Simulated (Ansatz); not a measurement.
The H atom.

Total charge 0; spin multiplicity 2.

Question: List the r2SCAN/def2-TZVPP orbital energies in eV (Ansatz 0.2.0). (An estimate is asked.)

Answer: Computed: Occupied: -8.01. Lowest empty: 6.72, 14.87, 14.87, 14.87, 59.10, 86.35, 86.35, 86.35.
